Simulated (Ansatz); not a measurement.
# A relaxation, step by step

SiH₃O (charge -1), singlet, HF/cc-pVDZ (Ansatz 0.2.0). Settings:

```yaml
hamiltonian: {xc: hf}
relax: {f_tol: 0.01, max_steps: 80, max_displacement: 0.05}
```

Start:

O1  (-1.483, 0.230, 0.748)
Si2  (-0.114, 0.133, 0.065)
H3  (-0.176, -0.236, -1.421)
H4  (0.776, -1.254, 0.509)
H5  (0.869, 1.386, 0.081)
(Å)

```tsv
step	energy less the last (meV)	largest force component (eV/Å)
1	328.3	2.007
2	145.4	1.207
3	48.3	0.616
4	6.1	0.196
5	0.1	0.025
6	0.0	0.032
7	0.0	0.001
```

Step 2, positions (Å) and forces (eV/Å):

```csv
atom,x,y,z,Fx,Fy,Fz
O1,-1.481,0.242,0.759,-0.669,0.274,0.600
Si2,-0.106,0.097,0.060,1.050,-0.879,-0.381
H3,-0.170,-0.226,-1.430,0.161,0.168,-0.172
H4,0.770,-1.207,0.508,-0.296,1.207,-0.148
H5,0.858,1.353,0.086,-0.247,-0.771,0.101
```

Step 3, positions (Å) and forces (eV/Å):

```
atom       x       y       z      Fx      Fy      Fz
  O1  -1.482   0.248   0.772  -0.068   0.075   0.203
 Si2  -0.101   0.075   0.057   0.080  -0.219  -0.077
  H3  -0.162  -0.221  -1.440   0.113   0.083  -0.158
  H4   0.763  -1.159   0.503  -0.038   0.616  -0.025
  H5   0.852   1.317   0.091  -0.087  -0.555   0.058
```

Step 4, positions (Å) and forces (eV/Å):

```json
{"atom": "O1", "x": "-1.484", "y": "0.249", "z": "0.784", "Fx": "-0.005", "Fy": "0.002", "Fz": "0.018"}
{"atom": "Si2", "x": "-0.112", "y": "0.067", "z": "0.049", "Fx": "-0.069", "Fy": "-0.021", "Fz": "0.038"}
{"atom": "H3", "x": "-0.158", "y": "-0.214", "z": "-1.457", "Fx": "0.025", "Fy": "0.037", "Fz": "-0.055"}
{"atom": "H4", "x": "0.770", "y": "-1.112", "z": "0.509", "Fx": "0.036", "Fy": "0.179", "Fz": "-0.001"}
{"atom": "H5", "x": "0.855", "y": "1.269", "z": "0.098", "Fx": "0.012", "Fy": "-0.196", "Fz": "-0.001"}
```

Last step (7):

O1  (-1.493, 0.246, 0.784)
Si2  (-0.121, 0.065, 0.048)
H3  (-0.163, -0.205, -1.463)
H4  (0.782, -1.085, 0.515)
H5  (0.866, 1.239, 0.099)
(Å)

Hardware: 2 CPU threads of an Arm Neoverse V2, shared host. Wall time about 1.8 s.
